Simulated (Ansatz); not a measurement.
**[Br···H···Cl], doublet along the distance Br1-H2**

Starting geometry:

| atom | x (Å) | y (Å) | z (Å) |
| --- | --- | --- | --- |
| Br | 0.0000 | 0.0000 | -1.6505 |
| H | 0.0000 | 0.0000 | -0.2299 |
| Cl | 0.0000 | 0.0000 | 1.8805 |

From there H2 is moved from one fragment to the other while all else, the fragments' distance too, stays fixed, so the hump isn't the reaction's barrier; atoms are numbered as listed. Energies are in eV, counted from the starting geometry at the same level. Kohn–Sham curves are unrestricted where that lies lower.

Basis cc-pVDZ; Ansatz 0.2.0. Correlated methods freeze the noble-gas cores and the filled d shells of p-block atoms. R marks a restricted (for open shells ROHF) determinant, U an unrestricted one. No spin–orbit coupling is included, and no scalar relativity.

Unrestricted rows (U, and Kohn–Sham where it breaks symmetry) aren't spin-pure: their determinants' ⟨S²⟩ exceeds S(S+1) by up to 0.13, so they mix in states of higher spin. A value is left out where its run failed or describes another state than the reference as far as symmetry and spin tell, or, spin-broken singlets apart, can't be checked. The reference follows the lowest state, whose symmetry changes from Π to Σ⁺ or Δ between 1.529 and 1.638, from Σ⁺ or Δ to Π between 1.855 and 1.964.

In so small a basis the reference is far from its limit while semilocal and hybrid functionals are nearer theirs (RPA and double hybrids share much of the reference's basis error), so the functionals' errors here hold much of the reference's basis and frozen-core error, which can add to them or hide them.

Full CI isn't at hand for all of this; UCCSDT(Q) serves as the reference, and is uncertain by about the last step of the cluster series.

```tsv
distance Br1-H2 (Å)	UCCSDT(Q)	wB97X-V	wB97M-V	B2PLYP
1.321	0.144	0.152	0.154	0.159
1.421	0.000	0.000	0.000	0.000
1.529	0.147	–	–	0.123
1.638	0.394	0.333	0.308	0.314
1.746	0.568	0.485	0.442	0.460
1.855	0.536	0.446	0.385	0.427
1.964	0.223	0.148	0.068	0.141
2.072	-0.194	-0.251	-0.321	-0.241
2.181	-0.491	-0.528	-0.588	-0.507
```
